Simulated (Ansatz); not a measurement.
bcc K, treated with LDA in Ansatz (plane waves, PAW).

Run with plane-wave cutoff 520 eV, 18×18×18 k mesh, Fermi–Dirac smearing 0.1 eV, perturbation theory, force constants from a 6×6×6 q mesh, scalar-relativistic PAW data made under PBE.

Computed at the level's own relaxed cell. Harmonic vibrational thermodynamics at fixed volume:

| T (K) | S_vib (J/K per mol of atoms) | C_V (J/K per mol of atoms) | F_vib (eV/atom) |
|---|---|---|---|
| 0 | 0.00 | 0.00 | 0.0101 |
| 200 | [?] | [?] | [?] |
| 300 | [?] | [?] | [?] |
| 500 | [?] | [?] | [?] |
| 600 | [?] | [?] | [?] |
| 700 | [?] | [?] | [?] |
| 800 | [?] | [?] | [?] |

**Question.** Some entries are withheld; supply them.

**Answer.** 
- 200, S_vib (J/K per mol of atoms): 50.70
- 200, C_V (J/K per mol of atoms): 24.58
- 200, F_vib (eV/atom): -0.0527
- 300, S_vib (J/K per mol of atoms): 60.71
- 300, C_V (J/K per mol of atoms): 24.78
- 300, F_vib (eV/atom): -0.1107
- 500, S_vib (J/K per mol of atoms): 73.40
- 500, C_V (J/K per mol of atoms): 24.88
- 500, F_vib (eV/atom): -0.2508
- 600, S_vib (J/K per mol of atoms): 77.94
- 600, C_V (J/K per mol of atoms): 24.90
- 600, F_vib (eV/atom): -0.3293
- 700, S_vib (J/K per mol of atoms): 81.78
- 700, C_V (J/K per mol of atoms): 24.91
- 700, F_vib (eV/atom): -0.4121
- 800, S_vib (J/K per mol of atoms): 85.10
- 800, C_V (J/K per mol of atoms): 24.92
- 800, F_vib (eV/atom): -0.4987

The crystal is taken as a harmonic solid at every temperature: melting, phase changes and thermal expansion are not seen, nor the electrons' share in a metal.

Ansatz is a program for electronic structure.
